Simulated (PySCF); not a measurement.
Gas-phase reaction: P₂ + H₂ + 2 SiH₄ ⇌ 2 H₃SiPH₂. Level: ωB97X-V/def2-TZVP†; standard pressure 1 bar.

Energies from PySCF, thermal terms from the rigid-rotor harmonic-oscillator model, ideal gas at 1 bar. † marks an energy on the PBE0/def2-TZVP geometry and frequencies. All species are closed-shell singlets. The harmonic model lacks anharmonicity and excited electronic states, which grow with temperature; levels with a mode under 35 cm⁻¹ are left out. Internal rotation in H₃SiPH₂ is treated as a harmonic vibration of one conformer, which makes the entropy rough.

```csv
T (K),1000/T (1/K),log10 K
500,2.0000,9.91
600,1.6667,6.55
800,1.2500,2.40
1000,1.0000,?
1200,0.8333,-1.66
1400,0.7143,-2.77
```

Question: Fit log10 K = a + b·(1000/T) to the five rows, get the mean ΔH° and ΔS°, and predict log10 K at 1000 K.

Answer: Means: 1000/T = 1.2929, log10 K = 2.886. Sums of products about the means: Sxy = 11.71903, Sxx = 1.187567, so b = Sxy/Sxx = 9.87 and a = 2.886 − (9.87)×1.2929 = -9.87.
ΔH° = −R ln 10 × 1000 K × b = −19.145 × (9.87) = -189 kJ; ΔS° = R ln 10 × a = -189 J/K. The run's own values go from -193 kJ and -197 J/K at 500 K to -177 kJ and -180 J/K at 1400 K.
Prediction at 1000 K: -9.87 + (9.87)×1.0000 = 0.00. The computed value is -0.06, 0.06 from the line.
For scale, ΔH°(298 K) is -194 kJ at this level, -168 kJ at ωB97M-V/def2-TZVP†, and runs from -231 to -109 kJ over the 20 levels computed.
